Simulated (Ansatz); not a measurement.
(H3Si)2S (Si₂H₆S) was relaxed with PBE-D4 (def2-TZVP) in Ansatz in these states: charge +1 doublet, neutral singlet. The geometries follow in no particular order.

A:

```xyz
9

Si    1.428   -0.624    0.725
H     2.387    0.527    0.707
H     1.232   -1.262   -0.602
H     1.620   -1.535    1.882
S    -0.437    0.475    1.227
Si   -1.434    0.622   -0.752
H    -2.017   -0.755   -0.843
H    -0.348    0.846   -1.746
H    -2.431    1.707   -0.597
```

B:

```
atom   x (Å)   y (Å)   z (Å)
 Si1  -0.709   1.084   0.974
  H2  -1.774   1.236  -0.064
  H3   0.426   1.995   0.635
  H4  -1.256   1.429   2.319
  S5  -0.045  -0.958   1.107
 Si6   0.706  -1.149  -0.899
  H7   1.809  -0.173  -1.154
  H8  -0.379  -0.920  -1.902
  H9   1.222  -2.544  -1.016
```

**Question.** Judge from the bond lengths which geometry belongs to which state (an estimate).

**Answer.** A is the charge +1 doublet (Si1–S5 2.221 Å, S5–Si6 2.221 Å, Si6–H9 1.482 Å); B is the neutral singlet (Si1–S5 2.151 Å, S5–Si6 2.151 Å, Si6–H9 1.492 Å).
